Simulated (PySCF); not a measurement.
Rock-salt MgS: correlation energy from several methods in one and the same small orbital space (PySCF; 2 atoms at the zone centre, 8 electrons in 16 orbitals, empty ones MP2 natural orbitals of a TZ basis, lattice constant set to 5.0472 Å). Its volume lies 9 % below that of the crystal's usual cell. It tests the methods against each other and lies far from the crystal's limit.

```tsv
method	E_corr (eV per atom)	share of full CI (%)	error (meV)
MP2	-1.7220	74.1	602
CCSD	-2.2756	97.9	48
CCSD(T)	-2.3097	99.4	14
CCSDT	-2.3176	99.7	6
CCSDT(Q)	-2.3224	99.9	2
CCSDTQ	-2.3237	100.0	0
full CI	-2.3240	100.0	0
```

The Hartree–Fock determinant has a weight of 0.89 in the full CI state.

MP2, (T) and (Q) use filled levels shifted down by the Madelung term, which in so small a cell is a large part of the gap, so these rows hang on it.
